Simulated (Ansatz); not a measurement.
# C2 (singlet): wave-function methods side by side, 6-31G

Aim: climb from Hartree-Fock through coupled cluster and multireference methods for C2 (singlet) at one geometry and basis, and see what each rung misses.

The runs use Ansatz 0.2.0, Gaussian basis; 6-31G, core rule «outside noble gas», up to 2 orbitals frozen.

The runs, in order: UHF; CCSD(T) on RHF; CCSD(T) on UHF; BCCD(T) on RHF; CISD; CCSDT(Q) on RHF; CCSDT(Q) on UHF; CISDTQ; CCSDTQ on RHF; CCSDTQ on UHF; CASSCF and MRCISD+Q, 8 electrons in 8 orbitals; CASSCF and NEVPT2, 8 electrons in 8 orbitals; Full CI.

15 further runs of the same task are left out: 1 for a known fault of the program, 5 that didn't finish, 9 set aside as unsound or not needed. Runs told in other sessions of the task aren't counted.

### Step 1. The system

The geometry is a PBE0/def2-TZVP stationary point (not a proven minimum) of the parent state, kept for this charge and spin.

2 atoms, charge 0, spin multiplicity 1.

Atoms are counted from 1 here; the program's logs count them from 0.

Bond lengths: C1–C2 1.301 Å.

### Step 2. UHF

File in.yaml:

```yaml
crystal:
  periodic: [false, false, false]
  atoms:
    - {symbol: C, position_ang: [0.000000, 0.000000, 0.000000]}
    - {symbol: C, position_ang: [0.000000, 0.000000, 1.301443]}
basis:
  gaussian: {orbitals: 6-31G}
magnetization: {spin_polarized: true, initial_magnetization: 0}
hamiltonian: {xc: hf}
output: {orbitals: {seedname: orbitals}}
```

The run is started by

```console
ansatz run in.yaml --threads 1 --pin off --events-out ev --progress --plain --max-ram 2393MiB
```

The runs that follow: CCSD(T) on RHF; CCSD(T) on UHF; BCCD(T) on RHF; CISD; CCSDT(Q) on RHF; CCSDT(Q) on UHF; CISDTQ; CCSDTQ on RHF; CCSDTQ on UHF; CASSCF and MRCISD+Q, 8 electrons in 8 orbitals; CASSCF and NEVPT2, 8 electrons in 8 orbitals; Full CI.

Q: Predict the results of all the runs planned. Wanted: FCI from the RHF energy; RMP2 from FCI; UMP2 from FCI; RCCSD from FCI; RCCSD(T) from FCI; UCCSD(T) from FCI; RCCSDT(Q) from FCI; UCCSDT(Q) from FCI; NEVPT2 valence from FCI.

The runs gave:

```
                         quantity                                                         value
          FCI from the RHF energy                                                    -7.0430 eV
                    RMP2 from FCI                                                    +671.6 meV
                    UMP2 from FCI                                                   +2034.7 meV
                   RCCSD from FCI                                                    +641.9 meV
                RCCSD(T) from FCI                                                      +8.2 meV
                UCCSD(T) from FCI                                                    +408.9 meV
               RCCSDT(Q) from FCI                                                     -47.8 meV
               UCCSDT(Q) from FCI                                                    +143.8 meV
          NEVPT2 valence from FCI                                                    +306.3 meV
        MRCISD+Q valence from FCI                                                      +5.4 meV
levels within 1 kcal/mol (43 meV)  RCCSD(T), BCCD(T), RCCSDTQ, MRCISD valence, MRCISD+Q valence
                    T1 diagnostic                                                         0.044
   effectively unpaired electrons                                                          1.11
```

What this shows: RCCSD(T) lands +8.2 meV from the yardstick (0.1 % of the correlation energy). CCSD(T) misses by +8.2 meV on the restricted determinant and by +408.9 meV on the unrestricted one; the two need not hold the same state or core. BCCD(T), RCCSDT(Q) fall below full CI, which methods that aren't variational can do. The occupations show strong static correlation (1.1 unpaired electrons where one determinant has 0). Coupled cluster on one determinant still stays close here. Of the multireference levels listed MRCISD+Q valence comes nearest in total energy (+5.4 meV), which doesn't show that its space is the better one. Coupled cluster took another determinant than the lowest Hartree-Fock one. These misses are within one basis, not against nature.
